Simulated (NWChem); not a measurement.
Program: NWChem. System: difluoromethane (CH2F2), charge 0, spin multiplicity 1, at a geometry optimised with PBE/def2-SVP. Level: CAM-B3LYP/def2-TZVP.

Job file:

```
start mol
memory heap 200 mb stack 900 mb global 1100 mb
geometry units angstroms nocenter noautoz
  F      1.110480     0.000000    -0.289728
  C      0.000000     0.000000     0.495107
  F     -1.110480     0.000000    -0.289728
  H      0.000000     0.922575     1.122235
  H      0.000000    -0.922575     1.122235
  symmetry group C2v
end
basis spherical
  * library def2-tzvp
end
dft
  xc xcamb88 1.00 lyp 0.81 vwn_5 0.19 hfexch 1.00
  cam 0.33 cam_alpha 0.19 cam_beta 0.46
  direct
  iterations 100
end
task dft energy
```

Output (cleaned and shortened):

```
             Northwest Computational Chemistry Package (NWChem) 7.3.0
             --------------------------------------------------------

                                NWChem Input Module
                                -------------------

 Scaling coordinates for geometry "geometry" by  1.889725989
 (inverse scale =  0.529177249)

 Turning off AUTOSYM since
 SYMMETRY directive was detected!

                             Geometry "geometry" -> ""
                             -------------------------

 Output coordinates in angstroms (scale by  1.889725989 to convert to a.u.)

  No.       Tag          Charge          X              Y              Z
 ---- ---------------- ---------- -------------- -------------- --------------
    1 F                    9.0000     1.11048000     0.00000000    -0.28972800
    2 C                    6.0000     0.00000000     0.00000000     0.49510700
    3 F                    9.0000    -1.11048000     0.00000000    -0.28972800
    4 H                    1.0000     0.00000000     0.92257500     1.12223500
    5 H                    1.0000     0.00000000    -0.92257500     1.12223500

 Effective nuclear repulsion energy (a.u.)      76.7406131861

            Nuclear Dipole moment (a.u.)
            ----------------------------
        X                 Y               Z
 ---------------- ---------------- ----------------
     0.0000000000     0.0000000000     0.0000151178

      Symmetry information
      --------------------

 Group name             C2v
 Group number             16
 Group order               4
 No. of unique centers     3

      Symmetry unique atoms

     1    2    4


 Summary of "ao basis" -> "" (spherical)
 ------------------------------------------------------------------------------
       Tag                 Description            Shells   Functions and Types
 ---------------- ------------------------------  ------  ---------------------
 *                         def2-tzvp                  on all atoms

                                 NWChem DFT Module
                                 -----------------

 Summary of "ao basis" -> "ao basis" (spherical)
 ------------------------------------------------------------------------------
       Tag                 Description            Shells   Functions and Types
 ---------------- ------------------------------  ------  ---------------------
 F                         def2-tzvp                11       31   5s3p2d1f
 C                         def2-tzvp                11       31   5s3p2d1f
 H                         def2-tzvp                 4        6   3s1p

 Summary of "ao basis" -> "ao basis" (spherical)
 ------------------------------------------------------------------------------
       Tag                 Description            Shells   Functions and Types
 ---------------- ------------------------------  ------  ---------------------
 F                         def2-tzvp                11       31   5s3p2d1f
 C                         def2-tzvp                11       31   5s3p2d1f
 H                         def2-tzvp                 4        6   3s1p

      Symmetry analysis of basis
      --------------------------

        a1         40
        a2         14
        b1         29
        b2         22

  int_init: cando_txs set to always be  F

            General Information
            -------------------
          SCF calculation type: DFT
          Wavefunction type:  closed shell.
          No. of atoms     :     5
          No. of electrons :    26
           Alpha electrons :    13
            Beta electrons :    13
          Charge           :     0
          Spin multiplicity:     1
          Use of symmetry is: on ; symmetry adaption is: on
          Maximum number of iterations: 100
          This is a Direct SCF calculation.
          AO basis - number of functions:   105
                     number of shells:    41
          Convergence on energy requested:  1.00D-06
          Convergence on density requested:  1.00D-05
          Convergence on gradient requested:  5.00D-04

              XC Information
              --------------
                     Hartree-Fock (Exact) Exchange  1.000
                   CAM-Becke88 Exchange Functional  1.000
                      VWN V Correlation Functional  0.190 local
              Lee-Yang-Parr Correlation Functional  0.810

           Range-Separation Parameters
           ---------------------------
           Alpha           :  0.19
           Beta            :  0.46
           Gamma           :  0.33
           Short-Range HF  :     F

             Grid Information
             ----------------
          Grid used for XC integration:  medium
          Radial quadrature: Mura-Knowles
          Angular quadrature: Lebedev.
          Tag              B.-S. Rad. Rad. Pts. Rad. Cut. Ang. Pts.
          ---              ---------- --------- --------- ---------
          F                   0.50       49           7.0       434
          C                   0.70       49           7.0       434
          H                   0.35       45           8.0       434
          Grid pruning is: on
          Number of quadrature shells:   143
          Spatial weights used:  Erf1

          Convergence Information
          -----------------------
          Convergence aids based upon iterative change in
          total energy or number of iterations.
          Levelshifting, if invoked, occurs when the
          HOMO/LUMO gap drops below (HL_TOL):  1.00D-02
          DIIS, if invoked, will attempt to extrapolate
          using up to (NFOCK): 10 stored Fock matrices.

                    Damping( 0%)  Levelshifting(0.5)       DIIS
                  --------------- ------------------- ---------------
          dE  on:    start            ASAP                start
          dE off:    2 iters        100 iters           100 iters

      Screening Tolerance Information
      -------------------------------
          Density screening/tol_rho:  1.00D-10
          AO Gaussian exp screening on grid/accAOfunc:  14
          CD Gaussian exp screening on grid/accCDfunc:  20
          XC Gaussian exp screening on grid/accXCfunc:  20
          Schwarz screening/accCoul:  1.00D-08

      Superposition of Atomic Density Guess
      -------------------------------------

 Sum of atomic energies:        -237.50710334

      Non-variational initial energy
      ------------------------------

 Total energy =    -238.281096
 1-e energy   =    -482.225261
 2-e energy   =     167.203552
 HOMO         =      -0.388240
 LUMO         =       0.133489

      Symmetry analysis of molecular orbitals - initial
      -------------------------------------------------

  Numbering of irreducible representations:

     1 a1          2 a2          3 b1          4 b2

  Orbital symmetries:

     1 a1          2 b1          3 a1          4 a1          5 b1
     6 a1          7 b1          8 a1          9 b2         10 a2
    11 b1         12 a1         13 b2         14 a1         15 b1
    16 a1         17 b2         18 b2         19 a1         20 a1
    21 b1         22 a1         23 b2

   convergence    iter        energy       DeltaE   RMS-Dens  Diis-err    time
 ---------------- ----- ----------------- --------- --------- ---------  ------
 d= 0,ls=0.0,diis     1   -238.9295787656 -3.16D+02  6.54D-03  1.11D+00     5.1
 d= 0,ls=0.0,diis     2   -238.9361151033 -6.54D-03  3.11D-03  1.18D+00     9.8
 d= 0,ls=0.0,diis     3   -239.0253523745 -8.92D-02  6.33D-04  3.14D-02    14.6
 d= 0,ls=0.0,diis     4   -239.0270922257 -1.74D-03  2.12D-04  3.11D-03    19.5
 d= 0,ls=0.0,diis     5   -239.0273375816 -2.45D-04  3.45D-05  3.03D-05    24.4
  Resetting Diis
 d= 0,ls=0.0,diis     6   -239.0273412718 -3.69D-06  6.98D-06  4.81D-07    29.4
 d= 0,ls=0.0,diis     7   -239.0273413691 -9.73D-08  1.10D-06  1.30D-08    34.3

         Total DFT energy =     -239.027341369148
      One electron energy =     -483.480709024521
           Coulomb energy =      194.734926492319
    Exchange-Corr. energy =      -27.022172023017
 Nuclear repulsion energy =       76.740613186071

 Numeric. integr. density =       25.999996615006

     Total iterative time =     33.8s

                  Occupations of the irreducible representations
                  ----------------------------------------------

                     irrep           alpha         beta
                     --------     --------     --------
                     a1                6.0          6.0
                     a2                1.0          1.0
                     b1                4.0          4.0
                     b2                2.0          2.0

                       DFT Final Molecular Orbital Analysis
                       ------------------------------------

 Vector   11  Occ=2.000000D+00  E=-4.927491D-01  Symmetry=a1
              MO Center= -1.7D-13, -7.5D-15, -4.0D-02, r^2= 1.8D+00
   Bfn.  Coefficient  Atom+Function         Bfn.  Coefficient  Atom+Function
  ----- ------------  ---------------      ----- ------------  ---------------
     8      0.325313  1 F  pz                70      0.325313  3 F  pz
    11      0.259302  1 F  pz                73      0.259302  3 F  pz
    14      0.178886  1 F  pz                76      0.178886  3 F  pz
    39     -0.145375  2 C  pz                95     -0.105704  4 H  s
   101     -0.105704  5 H  s                 35     -0.087512  2 C  s

 Vector   12  Occ=2.000000D+00  E=-4.868122D-01  Symmetry=b1
              MO Center=  1.7D-13, -1.5D-15, -2.5D-01, r^2= 1.7D+00
   Bfn.  Coefficient  Atom+Function         Bfn.  Coefficient  Atom+Function
  ----- ------------  ---------------      ----- ------------  ---------------
     6      0.294097  1 F  px                68      0.294097  3 F  px
     9      0.237851  1 F  px                71      0.237851  3 F  px
     8      0.225577  1 F  pz                70     -0.225577  3 F  pz
    11      0.181182  1 F  pz                73     -0.181182  3 F  pz
    12      0.155896  1 F  px                74      0.155896  3 F  px

 Vector   13  Occ=2.000000D+00  E=-4.193673D-01  Symmetry=b2
              MO Center=  3.0D-14,  4.4D-15,  3.2D-01, r^2= 1.9D+00
   Bfn.  Coefficient  Atom+Function         Bfn.  Coefficient  Atom+Function
  ----- ------------  ---------------      ----- ------------  ---------------
     7      0.275946  1 F  py                69      0.275946  3 F  py
    38     -0.233483  2 C  py                10      0.221353  1 F  py
    72      0.221353  3 F  py                95     -0.206685  4 H  s
   101      0.206685  5 H  s                 41     -0.167008  2 C  py
    13      0.163713  1 F  py                75      0.163713  3 F  py

 Vector   14  Occ=0.000000D+00  E= 8.955646D-02  Symmetry=a1
              MO Center= -1.1D-14, -9.2D-14,  1.2D+00, r^2= 4.5D+00
   Bfn.  Coefficient  Atom+Function         Bfn.  Coefficient  Atom+Function
  ----- ------------  ---------------      ----- ------------  ---------------
    36      2.284916  2 C  s                 96     -1.957370  4 H  s
   102     -1.957370  5 H  s                 45      0.955364  2 C  pz
    39      0.192153  2 C  pz                34      0.187635  2 C  s
    95      0.178610  4 H  s                101      0.178610  5 H  s
    35      0.161295  2 C  s                 42      0.110680  2 C  pz

 Vector   15  Occ=0.000000D+00  E= 1.213333D-01  Symmetry=b1
              MO Center=  1.2D-14, -1.2D-16,  7.6D-01, r^2= 3.5D+00
   Bfn.  Coefficient  Atom+Function         Bfn.  Coefficient  Atom+Function
  ----- ------------  ---------------      ----- ------------  ---------------
    43      1.401992  2 C  px                 5     -0.886012  1 F  s
    67      0.886012  3 F  s                 40      0.395402  2 C  px
    14     -0.310177  1 F  pz                76      0.310177  3 F  pz
    37      0.225394  2 C  px                 8     -0.140881  1 F  pz
    12      0.140494  1 F  px                70      0.140881  3 F  pz

 Vector   16  Occ=0.000000D+00  E= 1.356712D-01  Symmetry=b2
              MO Center= -7.6D-16,  1.3D-13,  1.4D+00, r^2= 4.2D+00
   Bfn.  Coefficient  Atom+Function         Bfn.  Coefficient  Atom+Function
  ----- ------------  ---------------      ----- ------------  ---------------
    96      2.116001  4 H  s                102     -2.116001  5 H  s
    44     -1.153434  2 C  py                38     -0.301176  2 C  py
    95     -0.299094  4 H  s                101      0.299094  5 H  s
    41     -0.166552  2 C  py                52      0.146159  2 C  d -1
    13      0.125777  1 F  py                75      0.125777  3 F  py

 center of mass
 --------------
 x =   0.00000000 y =   0.00000000 z =  -0.10192704

 moments of inertia (a.u.)
 ------------------
          36.546042260501           0.000000000000           0.000000000000
           0.000000000000         197.746548420909           0.000000000000
           0.000000000000           0.000000000000         173.453611125539

     Multipole analysis of the density
     ---------------------------------

     L   x y z        total         alpha         beta         nuclear
     -   - - -        -----         -----         ----         -------
     0   0 0 0     -0.000000    -13.000000    -13.000000     26.000000

     1   1 0 0      0.000000      0.000000      0.000000      0.000000
     1   0 1 0     -0.000000     -0.000000     -0.000000      0.000000
     1   0 0 1      0.759075      0.379530      0.379530      0.000015

     2   2 0 0    -14.269920    -46.768391    -46.768391     79.266861
     2   1 1 0      0.000000      0.000000      0.000000      0.000000
     2   1 0 1     -0.000000     -0.000000     -0.000000      0.000000
     2   0 2 0    -11.469076     -8.774030     -8.774030      6.078984
     2   0 1 1     -0.000000     -0.000000     -0.000000      0.000000
     2   0 0 2    -11.461283    -15.552086    -15.552086     19.642890

 Task  times  cpu:       34.3s     wall:       34.3s

 Total times  cpu:       34.4s     wall:       34.4s
```
